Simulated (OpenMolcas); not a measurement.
## LiF: a line through the functionals

LiF: 2 atoms, total charge 0, spin state singlet. As SMILES, `[Li][F]`. The coordinates come from a PBE0-D4/def2-TZVP relaxation.

The HOMO–LUMO gap y, in eV, basis cc-pVTZ; a is the functional's share of exact exchange. Programs: OpenMolcas 26.06.

| functional | program | a | y (eV) |
| --- | --- | --- | --- |
| revPBE | OpenMolcas | 0 | 4.33 |
| BLYP | OpenMolcas | 0 | 4.43 |
| B3LYP | OpenMolcas | 0.2 | 6.35 |
| PBE0 | OpenMolcas | 0.25 | ? |
| BHLYP | OpenMolcas | 0.5 | 8.95 |

Q: Fit y = c + s·a to the known rows and predict PBE0.

A: 
1. Means of the 4 rows: a = 0.1750, y = 6.015.
2. Σ(Δa)² = 0.1675, Σ(Δa·Δy) = 1.5345, so the slope is 1.5345/0.1675 = 9.1612.
3. Intercept: 6.015 − (9.1612) × 0.1750 = 4.412. The largest residual of the fit is 0.11.
4. PBE0: 4.412 + (9.1612) × 0.25 = 6.70 eV.

The run gave 6.86 eV, so the prediction is off by -0.16 eV, about the scatter of the fit. Exact exchange lowers occupied levels and raises empty ones.
